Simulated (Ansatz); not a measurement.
**C2H7P: up Jacob's ladder to CCSD(T)**

An exercise on one series of results from a longer session: the logs are not shown, and one member is left open.

Program: Ansatz 0.2.0, Gaussian basis. Level of theory: functionals in def2-TZVPP, the program's frozen cores in correlated methods. These are calculated values, not measurements.

Plan: LDA (SPW92), PBE-D4, revPBE-D4, BLYP-D4, r2SCAN-D4, B97M-V, PBE0-D4, B3LYP-D4, r2SCANh-D4, r2SCAN0-D4, HSE06-D4, BHLYP-D4, CAM-B3LYP-D4, LC-ωPBE, ωB97X-V, ωB97M-V, B2PLYP, PBE-QIDH; CCSD(T)/def2-SVP; CCSD(T)/def2-TZVPP; MP2/def2-QZVPP; extrapolation to the limit; RPA on PBE.

## The relaxed structure

The geometry comes from an earlier relaxation with PBE0-D4 in a triple-zeta def2 set; it is a stationary point, not always the lowest conformer.

SMILES `CPC`, 10 atoms, charge 0, spin multiplicity 1.

Atoms are counted from 1 here; the program's logs count them from 0.

Bond lengths: C1–P2 1.844 Å, C1–H4 1.092 Å, C1–H5 1.092 Å, C1–H6 1.092 Å, P2–C3 1.844 Å, P2–H7 1.422 Å, C3–H8 1.092 Å, C3–H9 1.092 Å, C3–H10 1.092 Å. Angles: P2–C1–H4 113.1°, P2–C1–H5 109.3°, P2–C1–H6 108.8°, H4–C1–H5 109.1°, H4–C1–H6 108.8°, H5–C1–H6 107.6°, C1–P2–C3 100.2°, C1–P2–H7 97.1°, C3–P2–H7 97.1°, P2–C3–H8 108.8°, P2–C3–H9 109.3°, P2–C3–H10 113.1°, H8–C3–H9 107.6°, H8–C3–H10 108.8°, H9–C3–H10 109.1°.

Set-up of the first run:

The input, in.yaml:

```yaml
crystal:
  periodic: [false, false, false]
  atoms:
    - {symbol: C, position_ang: [-0.939656, 0.562791, -0.911871]}
    - {symbol: P, position_ang: [0.642843, 0.851782, -0.011073]}
    - {symbol: C, position_ang: [0.649685, -0.610389, 1.111989]}
    - {symbol: H, position_ang: [-1.044383, -0.461530, -1.275090]}
    - {symbol: H, position_ang: [-1.004829, 1.249696, -1.757865]}
    - {symbol: H, position_ang: [-1.772500, 0.785693, -0.241162]}
    - {symbol: H, position_ang: [1.509418, 0.315464, -1.002477]}
    - {symbol: H, position_ang: [-0.092613, -0.454283, 1.897984]}
    - {symbol: H, position_ang: [1.626402, -0.692572, 1.592679]}
    - {symbol: H, position_ang: [0.425631, -1.546651, 0.596875]}
basis:
  gaussian: {orbitals: def2-TZVPP}
hamiltonian: {xc: lda}
output: {orbitals: {seedname: orbitals}}
```

Launch:

```sh
> ansatz run in.yaml --threads 4 --pin off --events-out ev --progress --plain --max-ram 10444MiB
```

Among the steps run: LDA; PBE-D4 (GGA); revPBE-D4 (GGA); BLYP-D4 (GGA); r2SCAN-D4 (meta-GGA); B97M-V (meta-GGA); PBE0-D4 (hybrid); B3LYP-D4 (hybrid); r2SCANh-D4 (hybrid); r2SCAN0-D4 (hybrid); HSE06-D4 (hybrid); BHLYP-D4 (hybrid); CAM-B3LYP-D4 (range-separated); LC-ωPBE (range-separated); ωB97X-V (range-separated); ωB97M-V (range-separated); B2PLYP (double hybrid); PBE-QIDH (double hybrid).

One of the session's tables, all rows but one given; the rest of the session is left out.

It belongs to the step «Orbital energies across the functionals». 

```
  functional  HOMO (eV)  LUMO (eV)  gap (eV)
 LDA (SPW92)      -5.58      -0.19      5.38
      PBE-D4      -5.51      -0.04      5.47
   revPBE-D4      -5.47       0.04      5.51
     BLYP-D4      -5.40       0.00      5.39
   r2SCAN-D4      -5.72       0.45      6.16
      B97M-V      -5.82       0.10      5.92
     PBE0-D4      -6.65       0.79      7.44
    B3LYP-D4      -6.47       0.49      6.96
  r2SCANh-D4      -6.14       0.73      6.87
  r2SCAN0-D4      -6.79       1.12      7.91
    HSE06-D4          ?          ?         ?
    BHLYP-D4      -7.71       1.48      9.19
CAM-B3LYP-D4      -7.99       1.64      9.63
     LC-ωPBE      -9.32       2.91     12.23
     ωB97X-V      -8.98       2.71     11.70
     ωB97M-V      -8.85       2.37     11.21
```

Q: Estimate the row for HSE06-D4 from the others.

As computed: HOMO (eV): -6.25; LUMO (eV): 0.42; gap (eV): 6.67. In the column «HOMO (eV)» it lies between B3LYP-D4 (-6.47) and r2SCANh-D4 (-6.14).
